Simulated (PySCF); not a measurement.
## Computed spin Hamiltonian

Species: C3H3 (doublet state).
Z-matrix (Å and degrees, GFN2-xTB geometry), rows numbered from 1:
```
C 
C   1  1.4668
C   2  1.3216  1   63.20
H   1  1.0785  2  127.96  3   113.09
H   2  1.0632  1  148.15  3  -177.56
H   3  1.0632  1  148.15  2   177.71
```

Identity: `[CH]1C=C1` [radical].

Theory: PySCF 2.14.0, UKS B3LYP, pcH-1 on C H, non-relativistic, mean-field spin-orbit, GIAO. Isolated species at its GFN2-xTB geometry, gas phase. A GFN2-xTB geometry isn't a minimum of the functional, and hyperfine couplings can be far from their values at a DFT geometry.

```json
{"g1, g2, g3": "2.00214, 2.00253, 2.00311", "g_iso": "2.00259", "Form of g": "rhombic: the two nearest values differ by 41 % of g3 − g1", "⟨S²⟩": "0.7525 (exact 0.7500)", "α and β electrons": "11, 10", "Total energy": "-115.96253 Eh", "Basis functions": "105"}
```

Isotropic coupling and dipolar principal values T1 to T3, in G (MHz turned into gauss with g_iso; 10 G = 1 mT):

| atom | isotope | a_iso | T1 | T2 | T3 | Mulliken spin population |
| --- | --- | --- | --- | --- | --- | --- |
| C1 | 13C | 133.2 | -23.3 | -21.0 | 44.3 | 0.82 |
| C2 | 13C | 0.1 | -5.4 | -3.1 | 8.5 | 0.08 |
| C3 | 13C | -0.1 | -5.3 | -3.1 | 8.4 | 0.08 |
| H4 | 1H | 42.6 | -9.3 | -1.9 | 11.2 | 0.03 |
| H5 | 1H | -5.0 | -3.0 | -0.6 | 3.6 | -0.01 |
| H6 | 1H | -4.9 | -2.9 | -0.6 | 3.6 | -0.01 |

The Mulliken spin populations are largest on C1 (+0.82), C2 (+0.08) and C3 (+0.08). No atom but C1 exceeds +0.15. The angles at C1 add up to 309.4°, so it is pyramidal.

Axes: g2 points within 2° of the C1–H4 bond.

Under fast tumbling the dipolar parts average out, and these isotropic splittings remain: 3 × 1H (H4/H5/H6, I = 1/2, 4 lines) with 1.09 mT.

Means are taken over nuclei equivalent by connectivity, which assumes that they swap fast. The 1H value of +30.6 MHz is a mean of couplings from -13.9 to 119.3 MHz in this one geometry, not an average over conformers.

The 13C coupling of C1/C2/C3 (mean 124.4 MHz) shows only in satellite lines or after enrichment, since that isotope makes up about 1.07 % of natural carbon.

Hardware: one thread, Arm Neoverse V1, on a shared host. Cost: 11 s of wall time.
